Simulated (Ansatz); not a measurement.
**PHF2+ (doublet): from Hartree-Fock to the top rungs, def2-TZVPP**

One table from this session's results is given with a row withheld; the runs are named, their logs left out.

The runs use Ansatz 0.2.0, Gaussian basis; def2-TZVPP, core rule «outside noble gas», up to 7 orbitals frozen.

To be run: UHF; ROHF; CCSD(T) on UHF.

2 further runs of the same task are left out: 2 set aside as unsound or not needed.

### The system

The geometry is a PBE0/def2-TZVP stationary point (not a proven minimum) of the parent state, kept for this charge and spin.

4 atoms, charge 1, spin multiplicity 2.

Atoms are counted from 1 here; the program's logs count them from 0.

Bond lengths: F1–P2 1.632 Å, P2–F3 1.632 Å, P2–H4 1.402 Å. Angles: F1–P2–F3 164.9°, F1–P2–H4 97.6°, F3–P2–H4 97.6°.

Set-up of the first run:

in.yaml reads:

```yaml
crystal:
  periodic: [false, false, false]
  atoms:
    - {symbol: F, position_ang: [0.000000, -0.118388, 1.617771]}
    - {symbol: P, position_ang: [0.000000, 0.096465, 0.000000]}
    - {symbol: F, position_ang: [0.000000, -0.118388, -1.617771]}
    - {symbol: H, position_ang: [0.000000, 1.498583, 0.000000]}
basis:
  gaussian: {orbitals: def2-TZVPP}
total_charge: 1
magnetization: {spin_polarized: true, initial_magnetization: 1}
hamiltonian: {xc: hf}
output: {orbitals: {seedname: orbitals}}
```

Command:

```bash
ansatz run in.yaml --threads 1 --pin off --events-out ev --progress --plain --max-ram 4096MiB --backend cpu
```

Among the steps run: UHF; ROHF; CCSD(T) on UHF.

One table of the session follows, with a row left open; its other results are not shown here.

It belongs to the step «Misses and costs». 

```
  method  from UCCSD(T) (kcal/mol)
    ROHF                   +426.65
     UHF                   +423.24
    UMP2                         ?
   UCCSD                    +16.20
UCCSD(T)                         0
```

**Question.** Estimate the row for UMP2.

**Answer.** from UCCSD(T) (kcal/mol): +20.56. In the column «from UCCSD(T) (kcal/mol)» it lies between UCCSD (+16.20) and UHF (+423.24).
